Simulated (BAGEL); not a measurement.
**BH3 (borane): PBE0/def2-TZVPPD (density fitting with qzvpp-jkfit)**

Aim: the energy change on altering one bond length of BH3 (borane) at PBE0/def2-TZVPPD (density fitting with qzvpp-jkfit), from 2 runs. 

The calculation is run with BAGEL 1.2.2.

15 further runs of the same task are left out: 15 set aside as unsound or not needed.

### Step 1. The structure to begin with

BH3 has 4 atoms, charge 0, and is taken as a singlet. SMILES: `B`. Geometry: relaxed at PBE0-D4/def2-TZVP.

Bond lengths: B1–H2 1.193 Å, B1–H3 1.193 Å, B1–H4 1.193 Å. Angles: H2–B1–H3 120.0°, H2–B1–H4 120.0°, H3–B1–H4 120.0°.

### Step 2. The energy at PBE0/def2-TZVPPD (density fitting with qzvpp-jkfit)

dft.json

```json
{ "bagel": [

{
  "title": "molecule",
  "basis": "def2-tzvppd.json",
  "df_basis": "qzvpp-jkfit",
  "angstrom": true,
  "geometry": [
    { "atom": "B", "xyz": [    0.013900,   -0.015100,   -0.005100 ] },
    { "atom": "H", "xyz": [    0.982200,    0.381700,    0.568800 ] },
    { "atom": "H", "xyz": [   -0.276200,   -1.171800,    0.043000 ] },
    { "atom": "H", "xyz": [   -0.664400,    0.744900,   -0.626900 ] }
  ]
},
{
  "title": "ks",
  "xc_func": "pbe0"
},
{
  "title": "print",
  "file": "orbitals.molden",
  "orbitals": true
}

]}
```

The basis set def2-TZVPPD is read from a file made from the Basis Set Exchange's data (not shown).

Launch:

```console
$ BAGEL_NUM_THREADS=1 BAGEL dft.json > dft.out
```

Log:

```text
* using 1 threads per process

  ===============================================================
  ===============================================================

  *** Geometry ***

  { "atom" : "B", "xyz" : [      0.026267,     -0.028535,     -0.009638 ] },
  { "atom" : "H", "xyz" : [      1.856089,      0.721308,      1.074876 ] },
  { "atom" : "H", "xyz" : [     -0.521942,     -2.214381,      0.081258 ] },
  { "atom" : "H", "xyz" : [     -1.255534,      1.407657,     -1.184669 ] },

  Number of auxiliary basis functions:      129

  Since a DF basis is specified, we compute 2- and 3-index integrals:
    o Being stored without compression. Storage requirement is 0.008 GB

  Number of basis functions:       88
  Number of electrons      :        8

    * METHOD: MOLECULE                             0.03

  *** Kohn-Sham DFT ***

    * Removing 4596 points whose weight is below 1.00e-10
    * Grid points: 55028

  === Nuclear Repulsion ===
     7.4188382348

       - DIIS with orbital gradients will be used.

  === KS iteration (pbe0 / def2-tzvppd.json) ===
      0        -20.72262937          0.10134080           0.09
      1        -24.55756808          0.08375400           0.09
      2        -25.79557718          0.05831529           0.10
      3        -26.56001323          0.00542886           0.09
      4        -26.56626445          0.00060416           0.09
      5        -26.56633749          0.00006133           0.10
      6        -26.56633835          0.00000094           0.10
      7        -26.56633835          0.00000018           0.10
      8        -26.56633835          0.00000003           0.10
      9        -26.56633835          0.00000001           0.10
    * SCF iteration converged.

    * Permanent dipole moment:
           (   -0.000024,     0.000011,     0.000061) a.u.

    * METHOD: KS                                   1.12

    * METHOD: PRINT                                0.01

  ===============================================================
```

Wall time 1.3 s (1 thread of Arm Neoverse V2, shared host); peak memory 0.23 GiB.

### Step 3. The distorted shape

input.json

```json
{ "bagel" : [

{
  "title" : "molecule",
  "basis" : "def2-tzvppd.json",
  "df_basis" : "qzvpp-jkfit",
  "angstrom" : true,
  "geometry" : [
    { "atom" : "B", "xyz" : [    0.158940,    0.563211,   -0.029148 ] },
    { "atom" : "H", "xyz" : [    1.127240,    0.960011,    0.544752 ] },
    { "atom" : "H", "xyz" : [   -0.276200,   -1.171800,    0.043000 ] },
    { "atom" : "H", "xyz" : [   -0.519360,    1.323211,   -0.650948 ] }
  ]
},
{
  "title" : "ks",
  "xc_func" : "pbe0",
  "charge" : 0
},
{
  "title" : "print",
  "file" : "orbitals.molden",
  "orbitals" : true
}

]}
```

The basis set def2-TZVPPD is read from a file made from the Basis Set Exchange's data (not shown).

Launch:

```console
$ BAGEL_NUM_THREADS=1 BAGEL input.json > input.out
```

Log:

```text
* using 1 threads per process

  ===============================================================
  ===============================================================

  *** Geometry ***

  { "atom" : "B", "xyz" : [      0.300353,      1.064315,     -0.055082 ] },
  { "atom" : "H", "xyz" : [      2.130175,      1.814158,      1.029432 ] },
  { "atom" : "H", "xyz" : [     -0.521942,     -2.214381,      0.081258 ] },
  { "atom" : "H", "xyz" : [     -0.981448,      2.500506,     -1.230113 ] },

  Number of auxiliary basis functions:      129

  Since a DF basis is specified, we compute 2- and 3-index integrals:
    o Being stored without compression. Storage requirement is 0.008 GB

  Number of basis functions:       88
  Number of electrons      :        8

    * METHOD: MOLECULE                             0.03

  *** Kohn-Sham DFT ***

    * Removing 4051 points whose weight is below 1.00e-10
    * Grid points: 55573

  === Nuclear Repulsion ===
     6.5748026544

       - DIIS with orbital gradients will be used.

  === KS iteration (pbe0 / def2-tzvppd.json) ===
      0        -20.60566631          0.09183572           0.10
      1        -24.31602608          0.07397230           0.10
      2        -25.18206964          0.06197981           0.10
      3        -26.48525434          0.00744459           0.10
      4        -26.49808573          0.00082687           0.10
      5        -26.49821098          0.00024882           0.10
      6        -26.49822284          0.00007771           0.10
      7        -26.49822428          0.00000922           0.10
      8        -26.49822430          0.00000138           0.10
      9        -26.49822430          0.00000014           0.10
     10        -26.49822430          0.00000001           0.10
    * SCF iteration converged.

    * Permanent dipole moment:
           (   -0.090749,    -0.361791,     0.015084) a.u.

    * METHOD: KS                                   1.30

    * METHOD: PRINT                                0.01

  ===============================================================
```

Run time: 1.5 s. Hardware: 1 thread of Arm Neoverse V2, shared host; peak memory 0.23 GiB.

### Step 4. Outcome

At PBE0/def2-TZVPPD (density fitting with qzvpp-jkfit):

```
                                                         quantity         value
                                        first shape: total energy  -26.56634 Eh
                                       first shape: dipole moment        0.00 D
                                         first shape: HOMO energy      -9.92 eV
                                         first shape: LUMO energy      -1.96 eV
                                       first shape: HOMO–LUMO gap       7.96 eV
                                    distorted shape: total energy  -26.49822 Eh
                                   distorted shape: dipole moment        0.95 D
                                     distorted shape: HOMO energy      -8.34 eV
                                     distorted shape: LUMO energy      -2.29 eV
                                   distorted shape: HOMO–LUMO gap       6.05 eV
energy change with the B1–H3 bond stretched from 1.193 to 1.790 Å      1.853 eV
```

In words: With the B1–H3 bond stretched from 1.193 to 1.790 Å the energy rises by 1.85 eV (179 kJ/mol).
